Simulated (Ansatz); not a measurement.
Basis-set extrapolation for ClH2MgN, SMILES `[NH2][Mg][Cl]` (PBE0-D4/def2-TZVP geometry, frozen core, Ansatz 0.2.0). Multiplicity 1, RHF reference. For Mg the program correlates outer-core shells too, which these sets cover unevenly, so the extrapolated numbers aren't a true limit.

|  | def2-TZVPP | def2-QZVPP |
| --- | --- | --- |
| HF | -714.861562 | -714.886753 |
| MP2 correlation | -0.606430 | -0.683566 |
| CCSD(T) correlation | -0.654456 | -0.734193 |

Energies in hartree. Use E(X) = E(∞) + A·exp(−7.88·√X) for Hartree–Fock and E(X) = E(∞) + B·X^(−2.97) for correlation, with X = 3 and 4.

Problem. What is the CCSD(T) energy at the basis-set limit?

Solution. HF limit: -714.886753 + (-0.025191) × 0.13774 = -714.89022. Correlation limit: -0.734193 + (-0.079737) × 0.74074 = -0.79326. Total: -715.68348 hartree, 4.56 eV below CCSD(T)/def2-TZVPP.
